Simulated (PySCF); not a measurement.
BCl₃, SMILES ClB(Cl)Cl. Geometry optimised at PBE0-D3(BJ)/def2-SVP. The isomer is the one that the SMILES or the coordinates give; other isomers of the formula were not compared.

TDA-PBE/def2-SVPD (PySCF) puts the lowest singlet excitations at 5.07, 5.99, 5.99, 6.64, 6.64, 7.17 eV.

Task: What are the lowest excitation roots from PySCF with ADC(2)/aug-cc-pVDZ? (Estimate from the structure and the level; the computed values follow.)

Result: 6.11, 7.09, 7.09, 7.26, 7.26, 8.16 eV. S1 differs by 1.04 eV (second minus first; roots are paired by order, and the bases may differ).
